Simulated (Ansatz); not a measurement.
This singlet lies 0.89 eV below the relaxed triplet at the level composite: frozen-core CCSD(T) with HF/cc-pV5Z and the correlation energy extrapolated as X^-3 from cc-pVQZ and cc-pV5Z, plus full CI minus CCSD(T) in cc-pVDZ // PBE0-D3(BJ)/def2-TZVP (Ansatz, a program for electronic structure).

A geometry relaxed with PBE0-D3(BJ)/def2-TZVP in Ansatz, charge 0, multiplicity 1:

```xyz
3

H     -1.0885    -0.3604     0.0000
H      1.0915    -0.3511     0.0000
Si    -0.0030     0.7116     0.0000
```

**Question.** Write the SMILES of this molecule.

**Answer.** `[SiH2]`
